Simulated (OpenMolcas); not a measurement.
# BCl2 (SMILES Cl[B]Cl), step by step

Aim: a single-point energy (UHF/STO-3G), then the energy (CASSCF(3,3)/STO-3G), then the energy (CASPT2(3,3)/STO-3G), then the energy (SC-NEVPT2(3,3)/STO-3G), then a single-point energy (MRCI(3,3)/STO-3G) of BCl2. 

The results are computed with OpenMolcas 26.06.

3 further runs of the same task are left out: 1 for a known fault of the program, 2 set aside as unsound or not needed.

## 1. Starting point

The species is BCl2 (3 atoms), meant as a doublet with charge 0. As SMILES, `Cl[B]Cl`. The Cl1–B2 distance was set to 3.439 Å, away from the relaxed value. At this shape a bond of the SMILES string is far longer than usual.

Bond lengths: B2–Cl3 1.720 Å.

## 2. A single-point energy at UHF/STO-3G (run 1)

Contents of step1.input:

```
* BCl2 Hartree-Fock

&GATEWAY
 BASLIB=$CurrDir
 COORD
 3
 angstrom
 Cl       1.206890      -3.000883       0.316897
 B       -0.463900      -0.050300      -0.256900
 Cl       0.081500       1.511100       0.213700
 BASIS=STO-3G
 GROUP=NoSym

&SEWARD

&SCF
 UHF
 SPIN=2
 SCRAMBLE=0.25
 PRORBITALS=1 1
```

The basis set STO-3G is read from a file made from the Basis Set Exchange's data (not shown).

On the command line:

```
export MOLCAS_MEM=1860
pymolcas step1.input > step1.log
```

What it wrote:

```text
--- Start Module: gateway ---
[...]
--- Stop Module: gateway /rc=_RC_ALL_IS_WELL_ ---
--- Start Module: seward ---
[...]
      Basis functions           23
--- Stop Module: seward /rc=_RC_ALL_IS_WELL_ ---
[...]
--- Start Module: scf ---
[...]
       Convergence after  73 Iterations
[...]
::    Total SCF energy                               -933.3983328820
[...]
      Total spin, S                                     0.6498477296
[...]
      Total electronic charge=   39.000000
      Total            charge=   -0.000000
[...]
      Dipole Moment (debye):
      Origin of the operator (angstrom)=    0.4935   -0.6504    0.1943
                   X= -2.8409E-01               Y= -4.9482E-01               Z= -2.0935E-01           Total=  6.0777E-01
      Quadrupole Moment (debye*angstrom):
[...]
--- Stop Module: scf /rc=_RC_ALL_IS_WELL_ ---
[...]
```

It took 5.4 s on 1 thread of Intel Xeon Platinum 8175M at 2.50GHz (Skylake/Cascade Lake), shared host; peak memory 0.37 GiB.

## 3. A single-point energy at CASSCF(3,3)/STO-3G (run 2)

Contents of step2.inp:

```
&gateway
  baslib=$CurrDir
  coord
  3
  angstrom
  Cl       1.206890      -3.000883       0.316897
  B       -0.463900      -0.050300      -0.256900
  Cl       0.081500       1.511100       0.213700
  basis=STO-3G
  group=NoSym

&seward

&rasscf
  fileorb=$CurrDir/step1.UnaOrb
  spin=2
  nactel=3 0 0
  inactive=18
  ras2=3
  orblisting=Nothing
```

The basis set STO-3G is read from a file made from the Basis Set Exchange's data (not shown).

On the command line:

```
export MOLCAS_MEM=1860
pymolcas step2.inp > step2.log
```

What it wrote:

```text
--- Start Module: gateway ---
[...]
--- Stop Module: gateway /rc=_RC_ALL_IS_WELL_ ---
--- Start Module: seward ---
[...]
      Basis functions           23
--- Stop Module: seward /rc=_RC_ALL_IS_WELL_ ---
[...]
--- Start Module: rasscf ---
[...]
      Number of active orbitals                  3
[...]
      Spin quantum number                      0.5
[...]
      Active orbitals                            3
[...]
      Number of CSFs                             8
[...]
      Number of root(s) required                 1
[...]
      Convergence after 20 iterations
[...]
      printout of CI-coefficients larger than  0.05 for root  1
      energy=    -933.414652
      conf/sym  111     Coeff  Weight
             1  2u0   0.97843 0.95732
             8  0u2   0.20452 0.04183
      Natural orbitals and occupation numbers for root  1
      sym 1:   1.915333   0.999834   0.084832
      ************************************************************************************************************************
      *                                                    Final results                                                     *
[...]
::    RASSCF root number  1 Total energy:   -933.41465209
[...]
      Total electronic charge=   39.000000
      Total            charge=   -0.000000
[...]
      Dipole Moment (debye):
      Origin of the operator (angstrom)=    0.4935   -0.6504    0.1943
                   X= -2.2665E-01               Y= -4.7850E-01               Z= -1.7644E-01           Total=  5.5809E-01
      Quadrupole Moment (debye*angstrom):
[...]
--- Stop Module: rasscf /rc=_RC_ALL_IS_WELL_ ---
[...]
```

It took 3.6 s on 1 thread of Intel Xeon Platinum 8175M at 2.50GHz (Skylake/Cascade Lake), shared host; peak memory 0.37 GiB.

## 4. The energy at CASPT2(3,3)/STO-3G (run 3)

Contents of step3.inp:

```
* BCl2 CASPT2
>>> EXPORT MOLCAS_PRINT=2

&GATEWAY
 BasLib=$CurrDir
 Coord
 3
 angstrom
 Cl       1.206890      -3.000883       0.316897
 B       -0.463900      -0.050300      -0.256900
 Cl       0.081500       1.511100       0.213700
 Basis=STO-3G
 Group=NoSym

&SEWARD

&RASSCF
 FileOrb=$CurrDir/step2.RasOrb
 Spin=2
 Nactel=3 0 0
 Inactive=18
 Ras2=3
 OrbListing=Nothing

&CASPT2
 Imaginary=0.1
 Frozen=11
```

The basis set STO-3G is read from a file made from the Basis Set Exchange's data (not shown).

On the command line:

```
export MOLCAS_MEM=1860
pymolcas step3.inp > step3.log
```

What it wrote:

```text
--- Start Module: gateway ---
[...]
--- Stop Module: gateway /rc=_RC_ALL_IS_WELL_ ---
[...]
      Basis functions           23
[...]
--- Start Module: rasscf ---
[...]
      Number of active orbitals                  3
[...]
      Spin quantum number                      0.5
[...]
      Active orbitals                            3
[...]
      Number of CSFs                             8
[...]
      Number of root(s) required                 1
[...]
      Convergence after  4 iterations
[...]
      printout of CI-coefficients larger than  0.05 for root  1
      energy=    -933.414652
      conf/sym  111     Coeff  Weight
             1  2u0   0.97843 0.95732
             8  0u2   0.20452 0.04183
      Natural orbitals and occupation numbers for root  1
      sym 1:   1.915333   0.999834   0.084833
      ************************************************************************************************************************
      *                                                    Final results                                                     *
[...]
::    RASSCF root number  1 Total energy:   -933.41465209
[...]
      Total electronic charge=   39.000000
      Total            charge=   -0.000000
[...]
      Dipole Moment (debye):
      Origin of the operator (angstrom)=    0.4935   -0.6504    0.1943
                   X= -2.2666E-01               Y= -4.7851E-01               Z= -1.7645E-01           Total=  5.5810E-01
      Quadrupole Moment (debye*angstrom):
[...]
--- Stop Module: rasscf /rc=_RC_ALL_IS_WELL_ ---
--- Start Module: caspt2 ---
[...]
      E2 (Variational):          -0.0292728470
      Total energy:            -933.4439249397
[...]
      Reference weight:           0.98195
[...]
::    CASPT2 Root  1     Total energy:   -933.44392494
[...]
--- Stop Module: caspt2 /rc=_RC_ALL_IS_WELL_ ---
[...]
```

Run time: 3.3 s. Hardware: 1 thread of Intel Xeon Platinum 8175M at 2.50GHz (Skylake/Cascade Lake), shared host; peak memory 0.37 GiB.

## 5. The energy at SC-NEVPT2(3,3)/STO-3G (run 4)

Contents of step4.input:

```
* BCl2 NEVPT2
&GATEWAY
BasLib
$CurrDir
Coord
3
angstrom
Cl       1.206890      -3.000883       0.316897
B       -0.463900      -0.050300      -0.256900
Cl       0.081500       1.511100       0.213700
Basis
STO-3G
Group
NoSym
&SEWARD
&RASSCF
FileOrb
$CurrDir/step2.RasOrb
Spin
2
Nactel
3 0 0
Inactive
18
Ras2
3
OrbListing
Nothing
&CASPT2
SC-NEVPT2
Frozen
11
```

The basis set STO-3G is read from a file made from the Basis Set Exchange's data (not shown).

On the command line:

```
export MOLCAS_MEM=1860
pymolcas step4.input > step4.log
```

What it wrote:

```text
--- Start Module: gateway ---
[...]
--- Stop Module: gateway /rc=_RC_ALL_IS_WELL_ ---
[...]
      Basis functions           23
[...]
--- Start Module: rasscf ---
[...]
      Number of active orbitals                  3
[...]
      Spin quantum number                      0.5
[...]
      Active orbitals                            3
[...]
      Number of CSFs                             8
[...]
      Number of root(s) required                 1
[...]
      Convergence after  4 iterations
[...]
      printout of CI-coefficients larger than  0.05 for root  1
      energy=    -933.414652
      conf/sym  111     Coeff  Weight
             1  2u0   0.97843 0.95732
             8  0u2   0.20452 0.04183
      Natural orbitals and occupation numbers for root  1
      sym 1:   1.915333   0.999834   0.084833
      ************************************************************************************************************************
      *                                                    Final results                                                     *
[...]
::    RASSCF root number  1 Total energy:   -933.41465209
[...]
      Total electronic charge=   39.000000
      Total            charge=   -0.000000
[...]
      Dipole Moment (debye):
      Origin of the operator (angstrom)=    0.4935   -0.6504    0.1943
                   X= -2.2666E-01               Y= -4.7851E-01               Z= -1.7645E-01           Total=  5.5810E-01
      Quadrupole Moment (debye*angstrom):
[...]
--- Stop Module: rasscf /rc=_RC_ALL_IS_WELL_ ---
--- Start Module: caspt2 ---
[...]
      E2 (Variational):          -0.0262062656
[...]
      E2 (Variational):          -0.0261999379
      Total energy:            -933.4408520306
[...]
      Reference weight:           0.98564
[...]
::    SC-NEVPT2 Root  1     Total energy:   -933.44085203
[...]
--- Stop Module: caspt2 /rc=_RC_ALL_IS_WELL_ ---
[...]
```

Run time: 3.3 s. Hardware: 1 thread of Intel Xeon Platinum 8175M at 2.50GHz (Skylake/Cascade Lake), shared host; peak memory 0.37 GiB.

## 6. The energy at MRCI(3,3)/STO-3G (run 5)

Contents of step5.inp:

```
>>> EXPORT MOLCAS_PRINT=2

&GATEWAY
  BASLIB
  $CurrDir
  COORD
  3
  angstrom
  Cl       1.206890      -3.000883       0.316897
  B       -0.463900      -0.050300      -0.256900
  Cl       0.081500       1.511100       0.213700
  BASIS
  STO-3G
  GROUP
  NoSym

&SEWARD

&RASSCF
  FILEORB
  $CurrDir/step2.RasOrb
  SPIN
  2
  NACTEL
  3 0 0
  INACTIVE
  18
  RAS2
  3
  ORBLISTING
  Nothing

&MOTRA
  LUMORB
  FROZEN
  11

&GUGA
  ELECTRONS
  17
  SPIN
  2
  INACTIVE
  7
  ACTIVE
  3
  CIALL
  1

&MRCI
  SDCI
```

The basis set STO-3G is read from a file made from the Basis Set Exchange's data (not shown).

On the command line:

```
export MOLCAS_MEM=1860
pymolcas step5.inp > step5.log
```

What it wrote:

```text
--- Start Module: gateway ---
[...]
--- Stop Module: gateway /rc=_RC_ALL_IS_WELL_ ---
[...]
      Basis functions           23
[...]
      Number of active orbitals                  3
[...]
      Spin quantum number                      0.5
[...]
      Active orbitals                            3
[...]
      Number of CSFs                             8
[...]
      Number of root(s) required                 1
[...]
      Convergence after  4 iterations
[...]
      printout of CI-coefficients larger than  0.05 for root  1
      energy=    -933.414652
      conf/sym  111     Coeff  Weight
             1  2u0   0.97843 0.95732
             8  0u2   0.20452 0.04183
      Natural orbitals and occupation numbers for root  1
      sym 1:   1.915333   0.999834   0.084833
      ************************************************************************************************************************
      *                                                    Final results                                                     *
[...]
::    RASSCF root number  1 Total energy:   -933.41465209
[...]
      Dipole Moment (debye):
      Origin of the operator (angstrom)=    0.4935   -0.6504    0.1943
                   X= -2.2666E-01               Y= -4.7851E-01               Z= -1.7645E-01           Total=  5.5810E-01
      Quadrupole Moment (debye*angstrom):
[...]
--- Start Module: guga ---
[...]
--- Start Module: mrci ---
[...]
       (But an ACPF correction will be computed)
       USE THE DEFAULT ACPF G-VALUE GFAC=  0.11764705882352941
[...]
                      CI ENERGY:  -933.45674755
[...]
                ACPF CORRECTION:    -0.00200098
[...]
      Total electronic charge=   39.000000
      Total            charge=   -0.000000
[...]
     ACPF CORRECTION:     -0.00200098
[...]
  CI State   1     Total energy:   -933.45674755     QDav:     -0.00228224     QACPF:     -0.00200098
[...]
```

It took 4.2 s on 1 thread of Intel Xeon Platinum 8175M at 2.50GHz (Skylake/Cascade Lake), shared host; peak memory 0.37 GiB.

## 7. Results

| quantity | value |
| --- | --- |
| run 1, UHF/STO-3G: total energy | -933.39833 Eh |
| run 1, UHF/STO-3G: dipole moment | 0.61 D |
| run 1, UHF/STO-3G: HOMO energy (highest over α and β) | -8.80 eV |
| run 1, UHF/STO-3G: LUMO energy (lowest over α and β) | 1.67 eV |
| run 1, UHF/STO-3G: ⟨S²⟩ | 1.072 |
| run 2, CASSCF(3,3)/STO-3G: total energy | -933.41465 Eh |
| run 2, CASSCF(3,3)/STO-3G: dipole moment (CASSCF density) | 0.56 D |
| run 3, CASPT2(3,3)/STO-3G: total energy | -933.44392 Eh |
| run 3, CASPT2(3,3)/STO-3G: dipole moment (CASSCF density) | 0.56 D |
| run 4, SC-NEVPT2(3,3)/STO-3G: total energy | -933.44085 Eh |
| run 4, SC-NEVPT2(3,3)/STO-3G: dipole moment (CASSCF density) | 0.56 D |
| run 5, MRCI(3,3)/STO-3G: total energy | -933.45675 Eh |
| run 5, MRCI(3,3)/STO-3G: dipole moment (CASSCF density) | 0.56 D |

In words: ⟨S²⟩ (run 1, UHF/STO-3G) is 1.07 where a pure doublet has 0.75: the reference is spin-contaminated. Mulliken charges (run 1, UHF/STO-3G) run from -0.24 on Cl3 to +0.24 on B2. Mulliken charges (run 2, CASSCF(3,3)/STO-3G) run from -0.24 on Cl3 to +0.25 on B2. Mulliken charges (run 3, CASPT2(3,3)/STO-3G) of the CASSCF density run from -0.24 on Cl3 to +0.25 on B2.
